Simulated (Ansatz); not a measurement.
Two isomers of C3H4O: A = `C#CCO`, B = `OC1=CC1`.

Isolated molecules relaxed with PBE0-D4/def2-TZVP in Ansatz; ΔE leaves out vibrations. CCSD(T)/CBS adds triple-zeta CCSD(T) − MP2 to the extrapolated MP2 energy (def2 sets, frozen cores). This one scheme is used for every species. Functionals use def2-TZVPP. One conformer a species, not always the lowest.

Which isomer does CCSD(T)/CBS put lower? Give the gap. (Best estimate.)

Ansatz gave: A, by 15.6 kcal/mol.

Give E(B) − E(A) in kcal/mol with LDA (SPW92), CCSD/def2-TZVPP, PBE0-D4, CCSD(T)/def2-TZVPP, BLYP-D4, CCSD(T)/def2-SVP, HF/def2-TZVPP. (Estimate.)

Computed: LDA (SPW92) 3.9, CCSD/def2-TZVPP 16.0, PBE0-D4 8.1, CCSD(T)/def2-TZVPP 15.5, BLYP-D4 14.3, CCSD(T)/def2-SVP 12.0, HF/def2-TZVPP 19.5. None reverses the order clearly.

Does the order hold for the free energy at 298.15 K (harmonic terms from PBE0-D4)? (An estimate is asked.)

Ansatz gave: Yes: G(B) − G(A) = +16.2 kcal/mol, for one conformer each.

Largest T1 diagnostic: 0.012.

At CCSD(T), def2-SVP lies −3.6 kcal/mol from the extrapolated value and def2-TZVPP −0.1 kcal/mol. In def2-TZVPP, CCSD(T) changes the Hartree–Fock value by −4.0 kcal/mol (the triples alone add −0.6 kcal/mol) and MP2 by −4.6 kcal/mol.
